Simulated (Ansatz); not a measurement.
## Ansatz (development build ahead of 0.2.0) run

```yaml
crystal:
  periodic: [false, false, false]
  atoms:
    - { symbol: C, position_ang: [0.0, 0.0, -1.54] }
    - { symbol: C, position_ang: [0.0, 0.0, 0.0] }
    - { symbol: "N", position_ang: [0.0, 0.0, 1.3035] }
basis:
  gaussian: { orbitals: def2-SVP }
magnetization:
  spin_polarized: true
  initial_magnetization: 1
hamiltonian:
  xc: hf
correlation:
  method: mp2
  frozen_orbitals: { C: 1, "N": 1 }
scf:
  omitted_lower_state_checks: [stability, starts, atomic_configurations, cluster_reference, orbital_swaps, given_window_search, neighbouring_geometries, increment]
```

The input is written out in the form of the current development build from the run's settings.

Results

```json
{
  "Converged": "yes",
  "Reference energy": "-129.87280 hartree",
  "Correlation energy": "-0.29404 hartree",
  "Total energy": "-130.16684 hartree",
  "Spin squared of the determinant": "1.573",
  "Occupied orbitals by symmetry in an Abelian subgroup (alpha; beta)": "7 A1 2 B1 1 B2; 7 A1 1 B1 1 B2"
}
```

Messages of the program:
```
mean field -3534.01898610 eV, -129.8728022952 hartree, gradient 2.3e-6 eV, S^2 1.573206; 0 other ends of a descent, 0 dependent functions left out
```

The reference isn't the lowest determinant (another lies 0.03 eV lower), but the same method gives a higher total on the lower determinant. Caution: the unrestricted determinant is a mixture of spin states.
